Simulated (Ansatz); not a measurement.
Relaxation of C3H3FO (8 atoms, charge 0, multiplicity 1), to a largest force component of 0.02 eV/Å in at most 50 steps.

All numbers below come from Ansatz, UKS B3LYP-D4/def2-SVP.

```xyz
8
Properties=species:S:1:pos:R:3:forces:R:3
C -1.950 -0.521 0.473 -2.17 -1.17 1.08
C -1.081 0.107 -0.038 2.55 1.76 -1.55
O -0.100 0.772 -0.612 1.00 -1.12 0.96
C 1.246 0.206 -0.223 -1.94 0.09 -0.17
F 2.151 0.913 -0.846 0.84 0.97 -0.53
H -2.824 -0.973 0.896 0.07 -0.15 0.08
H 1.356 0.261 0.867 -0.11 0.18 0.24
H 1.294 -0.823 -0.573 -0.24 -0.56 -0.11
```

Question: Where does it end, and by what steps?

Answer: The forces met the threshold. After 6 steps the energy has fallen by 0.166 eV; O3 moved furthest, 0.09 Å.

```tsv
step	energy less start (eV)	largest force component (eV/Å)	accepted
0	0.0000	2.549	yes
1	-0.1176	1.365	yes
2	-0.1540	0.432	yes
3	-0.1596	0.392	yes
4	-0.1631	0.193	yes
5	-0.1659	0.023	yes
6	-0.1659	0.006	yes
```

```xyz
8
Properties=species:S:1:pos:R:3
C -2.006 -0.483 0.464
C -1.059 0.088 -0.028
O -0.052 0.713 -0.565
C 1.235 0.202 -0.230
F 2.130 0.971 -0.871
H -2.857 -0.976 0.890
H 1.385 0.273 0.862
H 1.315 -0.844 -0.577
```

Time of the run: 33 s on 2 threads of Arm Neoverse N1 (shared host), peak memory 0.21 GiB.
